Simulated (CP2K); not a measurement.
# revPBE-D3(BJ)/TZV2P-MOLOPT-PBE-GTH (core potential) run of H3NO (hydroxylamine)

Aim: the vertical ionisation energy of H3NO (hydroxylamine) at revPBE-D3(BJ)/TZV2P-MOLOPT-PBE-GTH (core potential), from 2 runs. 

The calculation is run with CP2K 2026.2.

2 further runs of the same task are left out: 2 set aside as unsound or not needed.

## 1. The molecule

H3NO has 5 atoms, charge 0, and is taken as a singlet. As SMILES, `NO`. The coordinates come from a PBE0-D4/def2-TZVP relaxation. This is one conformer, not always the lowest.

Bond lengths: N1–O2 1.422 Å, N1–H3 1.016 Å, N1–H4 1.016 Å, O2–H5 0.960 Å. Angles: N1–O2–H5 102.8°, O2–N1–H3 104.5°, O2–N1–H4 104.5°, H3–N1–H4 106.0°.

## 2. A single-point energy at revPBE-D3(BJ)/TZV2P-MOLOPT-PBE-GTH (core potential)

Contents of calc.inp:

```
&FORCE_EVAL
 METHOD QS
 &DFT
  BASIS_SET_FILE_NAME BASIS_MOLOPT_UZH
  POTENTIAL_FILE_NAME POTENTIAL_UZH
  &QS
   METHOD GPW
   EPS_DEFAULT 1.0E-10
  &END QS
  &MGRID
   CUTOFF 400
   REL_CUTOFF 50
   NGRIDS 4
  &END MGRID
  ! isolated system
  &POISSON
   PERIODIC NONE
   POISSON_SOLVER MULTIPOLE
  &END POISSON
  ! SCF settings
  &SCF
   SCF_GUESS ATOMIC
   EPS_SCF 1.0E-06
   MAX_SCF 150
   ADDED_MOS 3
   &DIAGONALIZATION
    ALGORITHM STANDARD
   &END DIAGONALIZATION
   &MIXING
    METHOD PULAY_MIXING
    ALPHA 0.2
    NBUFFER 4
   &END MIXING
  &END SCF
  ! exchange and correlation
  &XC
   &XC_FUNCTIONAL
    &PBE
     PARAMETRIZATION REVPBE
    &END PBE
   &END XC_FUNCTIONAL
   &VDW_POTENTIAL
    POTENTIAL_TYPE PAIR_POTENTIAL
    &PAIR_POTENTIAL
     TYPE DFTD3(BJ)
     PARAMETER_FILE_NAME dftd3.dat
     REFERENCE_FUNCTIONAL revPBE
     R_CUTOFF 15
    &END PAIR_POTENTIAL
   &END VDW_POTENTIAL
  &END XC
  ! extra output
  &PRINT
   &MOMENTS
    PERIODIC F
    REFERENCE COM
    MAX_MOMENT 1
   &END MOMENTS
   &MO ON
    ENERGIES T
    OCCUPATION_NUMBERS T
    NDIGITS 6
    &EACH
     QS_SCF 0
    &END EACH
    ADD_LAST NUMERIC
   &END MO
   &HIRSHFELD OFF
   &END HIRSHFELD
  &END PRINT
 &END DFT
 ! structure
 &SUBSYS
  &CELL
   ABC 9.2 9.2 8
   PERIODIC NONE
  &END CELL
  &COORD
   N      4.453200     4.336170     3.647905
   O      4.982780     5.363500     4.477135
   H      4.455630     3.507440     4.235845
   H      3.476670     4.587620     3.522865
   H      5.723330     5.692560     3.961635
  &END COORD
  &KIND N
   BASIS_SET TZV2P-MOLOPT-PBE-GTH-q5
   POTENTIAL GTH-PBE-q5
  &END KIND
  &KIND O
   BASIS_SET TZV2P-MOLOPT-PBE-GTH-q6
   POTENTIAL GTH-PBE-q6
  &END KIND
  &KIND H
   BASIS_SET TZV2P-MOLOPT-PBE-GTH-q1
   POTENTIAL GTH-PBE-q1
  &END KIND
 &END SUBSYS
&END FORCE_EVAL

&GLOBAL
 PROJECT calc
 RUN_TYPE ENERGY
 PRINT_LEVEL MEDIUM
&END GLOBAL
```

On the command line:

```bash
$ OMP_NUM_THREADS=1 cp2k.psmp calc.inp > calc.out
```

The log of the run:

```text
CP2K| version string:                                       CP2K version 2026.2
[...]
 GLOBAL| Method name                                                        CP2K
[...]
 GLOBAL| Run type                                                         ENERGY
[...]
 DFT| Spin restricted Kohn-Sham (RKS) calculation                            RKS
 DFT| Multiplicity                                                             1
[...]
 DFT| Charge                                                                   0
[...]
 FUNCTIONAL| PBE:
[...]
 QS| Method:                                                                 GPW
[...]
 QS| Density cutoff [a.u.]:                                                200.0
[...]
 QS| Relative density cutoff [a.u.]:                                        25.0
[...]
                             - Atoms:                                          5
[...]
                             - Spherical basis functions:                    100
[...]
 Number of electrons:                                                         14
[...]
     1 NoMix/Diag. 0.20E+00    0.7     0.84672897       -27.5967963872 -2.76E+01
[...]
    19 Pulay/Diag. 0.20E+00    0.7     0.00000071       -27.7422125881 -2.87E-06
  *** SCF run converged in    19 steps ***
[...]
  Overlap energy of the core charge distribution:               0.00000020323624
  Self energy of the core charge distribution:                -70.60808814137768
  Core Hamiltonian energy:                                     20.73952511769374
  Hartree energy:                                              29.28404578244038
  Exchange-correlation energy:                                 -7.15376504724344
  Dispersion energy:                                           -0.00393050285500
  Total energy:                                               -27.74221258810575
[...]
                     Mulliken Population Analysis
 #  Atom  Element  Kind  Atomic population                           Net charge
       1     N        1          4.733642                              0.266358
       2     O        2          6.400896                             -0.400896
       3     H        3          0.985007                              0.014993
       4     H        3          0.985429                              0.014571
       5     H        3          0.895026                              0.104974
 # Total charge                             14.000000                  0.000000
[...]
  Dipole moment [Debye]
    X= -0.2584127E+00 Y= -0.3869103E+00 Z= -0.2249336E+00  Total=      0.5167899
 ENERGY| Total FORCE_EVAL ( QS ) energy [hartree]            -27.742212588105755
[...]
```

It took 15 s on 1 thread of Arm Neoverse V2, shared host; peak memory 0.86 GiB.

## 3. The doublet cation

Contents of gas.inp:

```
&FORCE_EVAL
    METHOD Quickstep
    &DFT
        BASIS_SET_FILE_NAME BASIS_MOLOPT_UZH
        POTENTIAL_FILE_NAME POTENTIAL_UZH
        CHARGE 1
        MULTIPLICITY 2
        UKS T
        &QS
            METHOD GPW
            EPS_DEFAULT 1.0E-10
        &END QS
        &MGRID
            CUTOFF 400
            REL_CUTOFF 50
            NGRIDS 4
        &END MGRID
        &POISSON
            PERIODIC NONE
            POISSON_SOLVER MULTIPOLE
        &END POISSON
        &SCF
            SCF_GUESS ATOMIC
            EPS_SCF 1.0E-06
            MAX_SCF 30
            &OT ON
                MINIMIZER DIIS
                PRECONDITIONER FULL_SINGLE_INVERSE
            &END OT
            &OUTER_SCF
                EPS_SCF 1.0E-06
                MAX_SCF 5
            &END OUTER_SCF
        &END SCF
        &XC
            &XC_FUNCTIONAL
                &PBE
                    PARAMETRIZATION REVPBE
                &END PBE
            &END XC_FUNCTIONAL
            &VDW_POTENTIAL
                POTENTIAL_TYPE PAIR_POTENTIAL
                &PAIR_POTENTIAL
                    TYPE DFTD3(BJ)
                    PARAMETER_FILE_NAME dftd3.dat
                    REFERENCE_FUNCTIONAL revPBE
                    R_CUTOFF 15
                &END PAIR_POTENTIAL
            &END VDW_POTENTIAL
        &END XC
        &PRINT
            &MOMENTS
                PERIODIC F
                REFERENCE COM
                MAX_MOMENT 1
            &END MOMENTS
            &MO_CUBES
                NLUMO 5
                NHOMO -1
                WRITE_CUBE F
            &END MO_CUBES
            &HIRSHFELD OFF
            &END HIRSHFELD
        &END PRINT
    &END DFT
    &SUBSYS
        &CELL
            ABC [angstrom] 9.2 9.2 8
            PERIODIC NONE
        &END CELL
        &COORD
            N     -0.165120    -0.361290    -0.321170
            O      0.364460     0.666040     0.508060
            H     -0.162690    -1.190020     0.266770
            H     -1.141650    -0.109840    -0.446210
            H      1.105010     0.995100    -0.007440
        &END COORD
        &TOPOLOGY
            &CENTER_COORDINATES
            &END CENTER_COORDINATES
        &END TOPOLOGY
        &KIND N
            BASIS_SET TZV2P-MOLOPT-PBE-GTH-q5
            POTENTIAL GTH-PBE-q5
        &END KIND
        &KIND O
            BASIS_SET TZV2P-MOLOPT-PBE-GTH-q6
            POTENTIAL GTH-PBE-q6
        &END KIND
        &KIND H
            BASIS_SET TZV2P-MOLOPT-PBE-GTH-q1
            POTENTIAL GTH-PBE-q1
        &END KIND
    &END SUBSYS
&END FORCE_EVAL

&GLOBAL
    PROJECT_NAME gas
    RUN_TYPE ENERGY
    PRINT_LEVEL MEDIUM
&END GLOBAL
```

On the command line:

```bash
$ OMP_NUM_THREADS=1 cp2k.psmp gas.inp > gas.out
```

The log of the run:

```text
CP2K| version string:                                       CP2K version 2026.2
[...]
 GLOBAL| Method name                                                        CP2K
[...]
 GLOBAL| Run type                                                         ENERGY
[...]
 DFT| Spin unrestricted (spin-polarized) Kohn-Sham calculation               UKS
 DFT| Multiplicity                                                             2
[...]
 DFT| Charge                                                                   1
[...]
 FUNCTIONAL| PBE:
[...]
 QS| Method:                                                                 GPW
[...]
 QS| Density cutoff [a.u.]:                                                200.0
[...]
 QS| Relative density cutoff [a.u.]:                                        25.0
[...]
                             - Atoms:                                          5
[...]
                             - Spherical basis functions:                    100
[...]
 Number of electrons:                                                          7
[...]
     1 OT DIIS     0.80E-01    1.1     0.08460564       -25.2606952332 -2.53E+01
[...]
    19 OT DIIS     0.80E-01    1.2     0.00000047       -27.3654905585 -5.03E-10
  *** SCF run converged in    19 steps ***
[...]
  Overlap energy of the core charge distribution:               0.00000020323624
  Self energy of the core charge distribution:                -70.60808814137768
  Core Hamiltonian energy:                                     20.28974964306002
  Hartree energy:                                              29.76199209337141
  Exchange-correlation energy:                                 -6.80521385391650
  Dispersion energy:                                           -0.00393050285500
  Total energy:                                               -27.36549055848151
[...]
                     Mulliken Population Analysis
 #  Atom  Element  Kind  Atomic population (alpha,beta) Net charge  Spin moment
       1     N        1         2.511589     1.791079     0.697332     0.720510
       2     O        2         3.175577     2.959398    -0.134975     0.216179
       3     H        3         0.443956     0.424415     0.131629     0.019542
       4     H        3         0.443819     0.424330     0.131851     0.019489
       5     H        3         0.425059     0.400779     0.174162     0.024280
 # Total charge and spin        7.000000     6.000000     1.000000     1.000000
[...]
  Dipole moment [Debye]
    X= -0.6864727E+00 Y= -0.1503981E+01 Z= -0.1332990E+01  Total=      2.1236912
[...]
 HOMO - LUMO gap [eV] :    0.877787
 ENERGY| Total FORCE_EVAL ( QS ) energy [hartree]            -27.365490558481508
[...]
```

Wall time 59 s (1 thread of Arm Neoverse V2, shared host); peak memory 0.8 GiB.

## 4. Outcome

At revPBE-D3(BJ)/TZV2P-MOLOPT-PBE-GTH (core potential):

```
                                          quantity          value
                        singlet H3NO: total energy   -27.74221 Eh
                       singlet H3NO: dipole moment         0.52 D
                         singlet H3NO: HOMO energy       -5.83 eV
                         singlet H3NO: LUMO energy        0.64 eV
                       singlet H3NO: HOMO–LUMO gap        6.47 eV
                   singlet H3NO: dispersion energy  -10.32 kJ/mol
                      doublet cation: total energy   -27.36549 Eh
doublet cation: HOMO energy (highest over α and β)      -15.41 eV
 doublet cation: LUMO energy (lowest over α and β)      -14.53 eV
                 doublet cation: dispersion energy  -10.32 kJ/mol
                              doublet cation: ⟨S²⟩          0.753
vertical ionisation energy (to the doublet cation)      10.251 eV
```

In words: The vertical ionisation energy comes to 10.25 eV (236 kcal/mol). The negative HOMO energy of the first species, 5.83 eV, lies 4.42 eV below that difference.
